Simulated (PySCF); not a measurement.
Compound: C5H7F.
SMILES with atom numbers: `[F:1][C:2]1=[CH:3][CH2:4][CH2:5][CH2:6]1` (hydrogens: H7 on C3; H8, H9 on C4; H10, H11 on C5; H12, H13 on C6)

Method: PBE0-D3(BJ)/def2-SVP geometry optimisation, gas phase (PySCF 2.14.0); density fitting, grid level 1; the optimiser is geomeTRIC in internal coordinates, started from a GFN2-xTB structure with every atom displaced at random (about 0.01 Å).

Step 0: E = -8000.8294 eV
```
atom  x, y, z in Å  |  force x, y, z in eV/Å
F1     -1.5328    2.3276   -0.1114   -0.575   0.625  -0.132
C2     -0.7658    1.2714    0.0169   -1.023  -0.383  -0.128
C3      0.5163    1.2883    0.2581    2.588  -0.275   0.528
C4      1.1038   -0.1076    0.3166   -1.966   0.192   0.152
C5     -0.1966   -1.0007    0.3219    0.284   1.021   0.846
C6     -1.3483   -0.0874   -0.1460    0.096  -0.256   0.590
H7      1.1663    2.1558    0.3948   -0.297   0.189  -0.084
H8      1.7057   -0.3031   -0.5636    0.539  -0.162  -0.410
H9      1.6896   -0.2678    1.2210    0.394  -0.097   0.179
H10    -0.0823   -1.8759   -0.2879    0.034  -0.798  -0.512
H11    -0.3996   -1.3369    1.3578    0.084   0.040  -0.233
H12    -1.5930   -0.2667   -1.1857   -0.289  -0.069  -0.718
H13    -2.2823   -0.2071    0.4350    0.132  -0.028  -0.078
```

Step 1: E = -8000.9420 eV
```
atom  x, y, z in Å  |  force x, y, z in eV/Å
F1     -1.5509    2.3370   -0.0967    0.156  -0.165   0.010
C2     -0.7625    1.2705    0.0360    0.012   0.188   0.034
C3      0.5490    1.2883    0.2912   -0.345   0.042  -0.042
C4      1.0787   -0.1139    0.3085    0.120  -0.090  -0.032
C5     -0.1987   -0.9879    0.3501    0.089  -0.142  -0.210
C6     -1.3389   -0.0926   -0.1592   -0.082  -0.028  -0.092
H7      1.1357    2.1968    0.4161    0.091   0.028   0.012
H8      1.6891   -0.3117   -0.5979   -0.087  -0.002   0.118
H9      1.7373   -0.3098    1.1714    0.006  -0.017  -0.039
H10    -0.0949   -1.9177   -0.2384   -0.015   0.153   0.131
H11    -0.4038   -1.2855    1.3893   -0.001   0.023   0.015
H12    -1.5728   -0.2556   -1.2304    0.037   0.006   0.085
H13    -2.2862   -0.2281    0.3877    0.018   0.002   0.010
```

Question: Estimate the geometry and energy of step 2. (The exact step hangs on the optimiser's Hessian estimate; all steps are aligned on step 1, rigid shifts and turns removed.)

Answer: E = -8000.9452 eV, largest force 0.080 eV/Å
```
atom  x, y, z in Å  |  force x, y, z in eV/Å
F1     -1.5462    2.3382   -0.0995    0.029  -0.062   0.000
C2     -0.7651    1.2713    0.0368   -0.014   0.078  -0.001
C3      0.5433    1.2889    0.2929   -0.020   0.015   0.004
C4      1.0784   -0.1142    0.3086    0.010   0.001   0.010
C5     -0.1969   -0.9871    0.3467    0.009  -0.025  -0.034
C6     -1.3405   -0.0930   -0.1603   -0.021  -0.016  -0.022
H7      1.1368    2.1956    0.4180    0.018  -0.017   0.001
H8      1.6845   -0.3135   -0.5952   -0.011   0.012   0.004
H9      1.7388   -0.3131    1.1686    0.004  -0.005  -0.008
H10    -0.0920   -1.9142   -0.2357   -0.008   0.006   0.022
H11    -0.4013   -1.2819    1.3871   -0.011   0.012   0.009
H12    -1.5725   -0.2567   -1.2290    0.008   0.006   0.007
H13    -2.2861   -0.2305    0.3885    0.007  -0.005   0.009
```

The energy changes by -0.0032 eV. The first-order estimate −F·Δx gives -0.0056 eV and the mean of the old and new forces, exact on a quadratic surface, -0.0031 eV. The step makes an angle of 53° with the force vector and moves no atom by more than 0.006 Å.

The cost below is that of the whole optimisation. Hardware: one thread of an Arm Neoverse V1, shared host with 32 logical CPUs at a one-minute load of 28. Cost: 19 s wall, 0.50 GiB resident at most.
